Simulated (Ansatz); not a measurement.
# AlBH (doublet): from Hartree-Fock to the top rungs, def2-TZVPP

The task here is to estimate one member of a computed series from the others.

Program: Ansatz 0.2.0, Gaussian basis. Level of theory: def2-TZVPP, core rule «outside noble gas», up to 6 orbitals frozen. These are calculated values, not measurements.

The runs, in order: UHF; ROHF; CCSD(T) on UHF.

### What is computed

The geometry is a PBE0/def2-TZVP stationary point (not a proven minimum) of the parent state, kept for this charge and spin.

3 atoms, charge 0, spin multiplicity 2.

Atoms are counted from 1 here; the program's logs count them from 0.

Bond lengths: B1–Al2 1.941 Å, B1–H3 1.185 Å. Angles: Al2–B1–H3 180.0°.

As a file:

```
B     0.0000    0.0000    0.2519
Al    0.0000    0.0000   -1.6889
H     0.0000    0.0000    1.4370
```

Set-up of the first run:

in.yaml reads:

```yaml
crystal:
  periodic: [false, false, false]
  atoms:
    - {symbol: B, position_ang: [0.000000, 0.000000, 0.251900]}
    - {symbol: Al, position_ang: [0.000000, 0.000000, -1.688900]}
    - {symbol: H, position_ang: [0.000000, 0.000000, 1.437000]}
basis:
  gaussian: {orbitals: def2-TZVPP}
magnetization: {spin_polarized: true, initial_magnetization: 1}
hamiltonian: {xc: hf}
output: {orbitals: {seedname: orbitals}}
```

The run is started by

```
$ ansatz run in.yaml --threads 1 --pin off --events-out ev --progress --plain --max-ram 3968MiB --backend cpu
```

Among the steps run: UHF; ROHF; CCSD(T) on UHF.

One table of the session follows, with a row left open; its other results are not shown here.

| method | from UCCSD(T) (meV) |
| --- | --- |
| ROHF | +4461.0 |
| UHF | +4109.7 |
| UMP2 | ? |
| UCCSD | +149.2 |
| UCCSD(T) | 0 |

Estimate the missing values for UMP2.

The run gave: from UCCSD(T) (meV): +1112.9. In the column «from UCCSD(T) (meV)» it lies between UCCSD (+149.2) and UHF (+4109.7).

Limits of these values: The determinant is far from a pure spin state, so its energy mixes those of several spin states (harmless only where they are near-degenerate, as at dissociation).
